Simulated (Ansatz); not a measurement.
A short molecular-dynamics run on C3H9PS, SMILES `CP(C)(C)=S`.

```yaml
crystal:
  periodic: [false, false, false]
  atoms:
    - {symbol: C, position_ang: [-1.586876, 0.455433, 0.165442]}
    - {symbol: P, position_ang: [0.153814, 0.454468, -0.337065]}
    - {symbol: C, position_ang: [1.068886, 0.340545, 1.222478]}
    - {symbol: C, position_ang: [0.393330, -1.164273, -1.114767]}
    - {symbol: S, position_ang: [0.662286, 1.956779, -1.451286]}
    - {symbol: H, position_ang: [-1.790388, 1.375322, 0.714951]}
    - {symbol: H, position_ang: [-1.824703, -0.408620, 0.790195]}
    - {symbol: H, position_ang: [-2.208260, 0.444965, -0.730852]}
    - {symbol: H, position_ang: [0.908098, 1.258784, 1.788655]}
    - {symbol: H, position_ang: [2.132694, 0.256721, 0.996958]}
    - {symbol: H, position_ang: [0.747670, -0.519665, 1.814365]}
    - {symbol: H, position_ang: [0.093709, -1.977401, -0.449545]}
    - {symbol: H, position_ang: [1.446250, -1.271940, -1.378092]}
    - {symbol: H, position_ang: [-0.196509, -1.201118, -2.031449]}
basis:
  gaussian: {orbitals: def2-SVP}
hamiltonian: {xc: {name: r2SCAN}, dispersion: d3bjatm}
md: {timestep: 1 fs, n_steps: 50, ensemble: nvt_langevin, temperature: 1000, initial_velocities: maxwell_boltzmann, friction: 0.01, seed: 891}
```

```sh
$ ansatz run in.yaml --threads 4 --pin off --events-out ev --progress --plain --max-ram 10444MiB
```

```tsv
step	time (fs)	potential energy (eV)	kinetic (eV)	T (K)	conserved (eV)
0	0.0	-23371.2784	1.6804	929	–
1	1.0	-23371.1835	1.7175	949	–
2	2.0	-23370.9838	1.4864	821	–
3	3.0	-23370.8126	1.3103	724	–
4	4.0	-23370.6673	1.2428	687	–
5	5.0	-23370.4930	0.9879	546	–
6	6.0	-23370.3357	0.8860	490	–
7	7.0	-23370.2601	0.9082	502	–
8	8.0	-23370.3023	0.9426	521	–
9	9.0	-23370.4330	1.1517	636	–
10	10.0	-23370.5175	1.1820	653	–
11	11.0	-23370.5208	1.1813	653	–
12	12.0	-23370.4918	1.1707	647	–
13	13.0	-23370.4812	1.1977	662	–
14	14.0	-23370.4880	1.2501	691	–
15	15.0	-23370.4458	1.2872	711	–
16	16.0	-23370.3376	1.2911	713	–
17	17.0	-23370.2275	1.2612	697	–
18	18.0	-23370.2190	1.4031	775	–
19	19.0	-23370.3015	1.4658	810	–
20	20.0	-23370.3679	1.4635	809	–
21	21.0	-23370.3849	1.4065	777	–
22	22.0	-23370.3447	1.2545	693	–
23	23.0	-23370.3067	1.3575	750	–
24	24.0	-23370.3296	1.4274	789	–
25	25.0	-23370.3820	1.5716	868	–
26	26.0	-23370.3481	1.5040	831	–
27	27.0	-23370.1833	1.4268	788	–
28	28.0	-23369.9896	1.2203	674	–
29	29.0	-23369.9168	1.1489	635	–
30	30.0	-23369.9353	1.2238	676	–
31	31.0	-23369.8927	1.2716	703	–
32	32.0	-23369.7817	1.1661	644	–
33	33.0	-23369.7124	1.2718	703	–
34	34.0	-23369.7761	1.2636	698	–
35	35.0	-23369.9263	1.5034	831	–
36	36.0	-23370.0285	1.6266	899	–
37	37.0	-23369.9741	1.4796	818	–
38	38.0	-23369.8187	1.3816	763	–
39	39.0	-23369.7575	1.1836	654	–
40	40.0	-23369.8121	1.3821	764	–
41	41.0	-23369.8443	1.3524	747	–
42	42.0	-23369.8169	1.3983	773	–
43	43.0	-23369.7840	1.4236	787	–
44	44.0	-23369.7570	1.2632	698	–
45	45.0	-23369.7270	1.1814	653	–
46	46.0	-23369.7807	1.2600	696	–
47	47.0	-23369.8906	1.4506	802	–
48	48.0	-23369.9334	1.6238	897	–
49	49.0	-23369.9258	1.6269	899	–
50	50.0	-23369.9101	1.6861	932	–
```

Velocities are drawn at the set temperature; a run this short doesn't reach equilibrium.

Frames (Å, forces in eV/Å):

```xyz
14
time=0.0 fs
C    -1.587    0.455    0.165    0.018   -0.073    0.042
P     0.154    0.454   -0.337    0.039    0.116   -0.086
C     1.069    0.341    1.222   -0.047   -0.070    0.016
C     0.393   -1.164   -1.115   -0.031   -0.033    0.073
S     0.662    1.957   -1.451    0.106    0.313   -0.232
H    -1.790    1.375    0.715   -0.066    0.272    0.147
H    -1.825   -0.409    0.790   -0.099   -0.248    0.188
H    -2.208    0.445   -0.731   -0.183    0.012   -0.257
H     0.908    1.259    1.789   -0.033    0.270    0.160
H     2.133    0.257    0.997    0.310   -0.010   -0.062
H     0.748   -0.520    1.814   -0.076   -0.249    0.197
H     0.094   -1.977   -0.450   -0.082   -0.262    0.177
H     1.446   -1.272   -1.378    0.301   -0.028   -0.091
H    -0.197   -1.201   -2.031   -0.158   -0.009   -0.273
14
time=4.0 fs
C    -1.622    0.433    0.179    0.532   -0.492   -1.015
P     0.167    0.443   -0.337    0.052    1.491    0.917
C     1.067    0.301    1.259    0.709    1.361   -1.132
C     0.384   -1.144   -1.077   -1.332   -0.906   -1.767
S     0.681    1.980   -1.467   -0.229   -0.586    0.363
H    -1.826    1.385    0.704   -0.387   -0.457   -0.162
H    -1.960   -0.509    0.633    0.401    0.145    1.080
H    -2.162    0.282   -0.770   -0.108    1.038   -0.216
H     0.846    1.253    1.759   -0.281   -0.171    0.509
H     2.198    0.360    1.109   -1.305   -0.804    0.128
H     0.576   -0.572    1.683    0.556   -0.337    0.865
H    -0.140   -1.996   -0.572    0.602    0.474    0.064
H     1.461   -1.318   -1.263   -0.390   -0.155   -0.226
H    -0.226   -0.968   -2.032    1.181   -0.602    0.592
14
time=8.0 fs
C    -1.641    0.397    0.186   -0.081   -1.397   -1.893
P     0.178    0.445   -0.337   -0.041    1.935    1.998
C     1.061    0.284    1.284   -3.299    1.038   -0.276
C     0.355   -1.138   -1.058    1.160    0.165   -1.717
S     0.703    1.997   -1.477   -0.427   -1.044    0.661
H    -1.939    1.357    0.621   -0.239   -0.146    0.177
H    -2.050   -0.565    0.639    0.927    1.134    0.522
H    -2.131    0.243   -0.822    0.197    0.889    0.506
H     0.761    1.228    1.809   -0.022   -0.842    0.217
H     2.107    0.345    1.213    1.862   -0.606   -0.262
H     0.538   -0.643    1.643    0.998    0.619    0.560
H    -0.276   -1.925   -0.693   -0.185   -0.741    0.663
H     1.452   -1.360   -1.196   -1.060   -0.120   -0.053
H    -0.091   -0.769   -1.984    0.211   -0.885   -1.104
14
time=12.0 fs
C    -1.666    0.346    0.183    0.870    1.386   -1.078
P     0.189    0.451   -0.326   -0.705    2.248    1.886
C     1.007    0.298    1.314    1.461    0.321   -1.330
C     0.325   -1.124   -1.057   -0.964   -0.694   -2.140
S     0.731    2.013   -1.477   -0.545   -1.360    0.938
H    -2.086    1.292    0.563    0.447   -0.025    0.434
H    -2.018   -0.512    0.750    0.273   -0.387    0.313
H    -2.104    0.331   -0.810   -0.459   -0.400   -0.585
H     0.636    1.128    1.880   -0.088    0.716    0.855
H     2.148    0.271    1.300   -1.330    0.142   -0.168
H     0.616   -0.629    1.669   -0.298   -0.995    0.827
H    -0.395   -1.925   -0.750    0.488    0.597   -0.071
H     1.336   -1.465   -1.136    1.017   -0.441    0.135
H     0.096   -0.720   -2.077   -0.167   -1.108   -0.016
14
time=16.0 fs
C    -1.686    0.316    0.160    0.303    1.501   -1.444
P     0.204    0.470   -0.309   -1.652    1.884    0.782
C     0.952    0.320    1.327   -2.022   -0.871    1.745
C     0.292   -1.112   -1.076    1.742   -1.764   -1.833
S     0.762    2.033   -1.474   -0.550   -1.525    1.214
H    -2.181    1.215    0.558    0.679    0.425    0.397
H    -1.980   -0.498    0.854    0.316   -0.247   -0.729
H    -2.129    0.366   -0.882    0.047   -1.021    0.858
H     0.488    1.085    2.018    0.865   -0.322   -0.647
H     2.006    0.249    1.355    1.700    0.698   -0.157
H     0.672   -0.673    1.805   -0.234    0.697   -0.665
H    -0.490   -1.849   -0.811    0.148    0.336    0.036
H     1.308   -1.623   -1.070   -0.850    0.603    0.449
H     0.234   -0.818   -2.142   -0.491   -0.394   -0.006
14
time=20.0 fs
C    -1.707    0.299    0.106    1.062    1.140    0.686
P     0.209    0.507   -0.288   -2.215    0.288   -1.086
C     0.883    0.336    1.352    0.831   -2.124    2.051
C     0.257   -1.121   -1.112    2.117   -0.292   -0.650
S     0.797    2.044   -1.471   -0.532   -1.400    1.408
H    -2.160    1.168    0.602    0.328    0.493   -0.015
H    -1.946   -0.528    0.824    0.402   -0.032   -0.972
H    -2.153    0.288   -0.885   -0.406   -0.618   -0.260
H     0.410    1.008    2.058    0.038    0.960    0.066
H     1.978    0.385    1.404    0.116    0.655   -0.223
H     0.723   -0.660    1.921   -0.306    0.815   -1.420
H    -0.569   -1.740   -0.850   -1.043   -0.563    0.324
H     1.167   -1.739   -0.980    0.078    0.357    0.497
H     0.297   -0.964   -2.189   -0.470    0.321   -0.407
14
time=24.0 fs
C    -1.727    0.304    0.062    1.819    1.023    0.414
P     0.198    0.543   -0.272   -2.159   -0.697   -2.184
C     0.829    0.338    1.402    2.975    2.450   -0.072
C     0.237   -1.133   -1.146   -0.615   -0.015   -0.321
S     0.827    2.056   -1.455   -0.501   -1.209    1.483
H    -2.124    1.170    0.590   -0.298    0.424   -0.065
H    -1.821   -0.553    0.727    0.042   -0.391    0.143
H    -2.226    0.114   -0.881   -0.242    0.099   -0.444
H     0.326    1.046    2.074    0.107    0.506   -0.171
H     1.983    0.576    1.400   -2.030   -0.193    0.006
H     0.740   -0.566    1.920   -0.471   -2.346    0.348
H    -0.701   -1.673   -0.827    0.724    0.393   -0.594
H     1.038   -1.784   -0.855    1.061   -0.392    0.498
H     0.331   -1.063   -2.269   -0.413    0.348    0.960
14
time=28.0 fs
C    -1.734    0.323    0.029    0.920   -0.967   -0.583
P     0.171    0.572   -0.271   -1.692   -1.212   -2.279
C     0.804    0.348    1.455   -2.536    0.431    1.022
C     0.212   -1.149   -1.187    1.302   -0.354    4.552
S     0.851    2.062   -1.429   -0.423   -0.883    1.321
H    -2.150    1.185    0.571   -0.371   -0.215   -0.097
H    -1.657   -0.620    0.634   -0.384    0.869    0.285
H    -2.318   -0.065   -0.888    0.858    1.316    0.969
H     0.226    1.132    2.107    0.726   -1.434   -0.977
H     1.771    0.762    1.397    1.993    0.158    0.195
H     0.720   -0.698    1.919    0.190    1.340   -0.773
H    -0.751   -1.556   -0.875   -0.122   -0.408   -0.483
H     0.991   -1.843   -0.694   -0.749    0.959   -0.871
H     0.344   -1.097   -2.216    0.288    0.401   -2.282
14
time=32.0 fs
C    -1.732    0.339   -0.008    1.459    0.798    1.733
P     0.141    0.592   -0.282   -1.097   -1.343   -1.623
C     0.756    0.365    1.516    2.047   -0.069   -3.343
C     0.198   -1.166   -1.196    0.244    1.557   -0.042
S     0.872    2.057   -1.398   -0.324   -0.489    0.944
H    -2.248    1.181    0.533    0.307   -0.836   -0.304
H    -1.575   -0.589    0.566   -0.527    0.371    1.038
H    -2.293   -0.094   -0.799   -0.597    0.393   -1.693
H     0.194    1.027    2.070   -2.160    1.269    1.810
H     1.715    0.976    1.459   -0.243   -1.600    0.259
H     0.718   -0.711    1.802    0.426    0.740    0.148
H    -0.800   -1.537   -0.958   -0.112   -0.408   -0.472
H     0.890   -1.802   -0.657    0.697   -0.411   -0.165
H     0.385   -1.084   -2.329   -0.121    0.027    1.711
14
time=36.0 fs
C    -1.707    0.358   -0.024    0.464   -1.363   -1.086
P     0.107    0.598   -0.303   -0.190   -1.046   -0.590
C     0.730    0.386    1.548   -2.045    3.077   -1.635
C     0.179   -1.158   -1.200   -0.801    0.432    0.600
S     0.896    2.049   -1.365   -0.283   -0.272    0.493
H    -2.352    1.051    0.424   -0.637    1.768    1.166
H    -1.554   -0.500    0.623   -0.591   -0.430    0.683
H    -2.294   -0.051   -0.875    0.658    0.354   -0.136
H    -0.043    0.981    2.189    1.104   -1.452   -0.842
H     1.640    0.987    1.564    0.521   -0.421    0.158
H     0.799   -0.667    1.659    0.245   -1.219    0.864
H    -0.855   -1.606   -1.118    0.931    0.357   -0.071
H     0.854   -1.857   -0.694    0.390   -0.007   -0.113
H     0.402   -1.059   -2.283    0.233    0.224    0.508
14
time=40.0 fs
C    -1.679    0.362   -0.043   -3.217    0.164    1.611
P     0.080    0.592   -0.324    0.892   -0.667    0.699
C     0.691    0.430    1.548   -0.956   -1.952   -0.932
C     0.146   -1.138   -1.199    1.840   -1.083    1.662
S     0.919    2.044   -1.330   -0.346   -0.241    0.140
H    -2.485    1.074    0.386    1.889   -0.022   -0.288
H    -1.634   -0.448    0.777   -0.421    0.494   -1.451
H    -2.226    0.063   -0.971    0.638   -0.418    0.419
H    -0.149    0.835    2.240    1.371   -0.825   -0.964
H     1.653    0.926    1.714   -0.059    0.327   -0.170
H     0.912   -0.732    1.631   -0.754    2.117    0.380
H    -0.828   -1.635   -1.284   -0.177    0.179    0.326
H     0.878   -1.930   -0.713   -1.165    1.629   -0.756
H     0.483   -0.968   -2.209    0.465    0.300   -0.678
14
time=44.0 fs
C    -1.702    0.375   -0.043   -1.426    1.202    0.366
P     0.056    0.578   -0.336    1.178   -0.261    1.678
C     0.643    0.459    1.535    2.928   -0.016   -2.290
C     0.124   -1.129   -1.190    1.083    1.996   -2.492
S     0.945    2.040   -1.296   -0.531   -0.416    0.026
H    -2.405    1.123    0.333    0.560    1.166    0.043
H    -1.799   -0.345    0.765    0.041   -1.139   -0.304
H    -2.117    0.129   -1.010   -0.475   -0.800   -0.333
H    -0.151    0.581    2.203   -1.536    0.953    1.314
H     1.663    0.927    1.835   -1.923    0.146   -0.766
H     0.917   -0.564    1.656    0.124   -1.675    0.041
H    -0.838   -1.629   -1.357   -0.159    0.357    0.057
H     0.783   -1.856   -0.806    1.246   -0.996    1.148
H     0.625   -0.850   -2.215   -1.112   -0.516    1.512
14
time=48.0 fs
C    -1.753    0.396   -0.053    0.044    0.796   -1.148
P     0.038    0.560   -0.341    0.722   -0.155    1.910
C     0.613    0.484    1.501   -4.228   -3.697   -0.611
C     0.107   -1.105   -1.214    1.319   -0.510    2.049
S     0.963    2.034   -1.268   -0.693   -0.535    0.013
H    -2.230    1.296    0.289   -0.364    0.808    0.203
H    -1.945   -0.393    0.664    0.024   -0.631    0.169
H    -2.087    0.138   -1.070   -0.677    0.031    0.280
H    -0.326    0.451    2.213    1.764    0.910   -1.169
H     1.460    0.963    1.817    2.134    2.481    0.687
H     0.936   -0.560    1.654    0.013   -0.414   -0.260
H    -0.853   -1.578   -1.421   -0.219    0.125   -0.007
H     0.803   -1.857   -0.759   -0.518    0.486    0.110
H     0.627   -0.807   -2.070    0.679    0.304   -2.226
14
time=50.0 fs
C    -1.774    0.416   -0.063   -0.794    1.732   -0.325
P     0.029    0.553   -0.343    0.576    0.040    1.628
C     0.586    0.487    1.478   -1.293   -4.076    0.471
C     0.101   -1.089   -1.228    1.452   -1.735    2.763
S     0.972    2.033   -1.253   -0.768   -0.573    0.027
H    -2.164    1.468    0.283    0.224   -2.087   -0.459
H    -2.012   -0.471    0.598    0.252    1.014   -0.304
H    -2.106    0.146   -1.095   -0.546    0.553    0.586
H    -0.347    0.437    2.167    1.401    0.764   -0.938
H     1.416    1.082    1.841    0.075    0.785   -0.207
H     0.956   -0.624    1.634   -0.396    1.717   -0.341
H    -0.885   -1.546   -1.447    0.396    0.228    0.150
H     0.823   -1.872   -0.714   -1.450    1.392   -0.779
H     0.615   -0.783   -2.082    0.871    0.247   -2.272
```

It took 2.5 min on 4 threads of an Arm Neoverse V1 on a shared host, with 0.59 GiB of host memory at the peak.
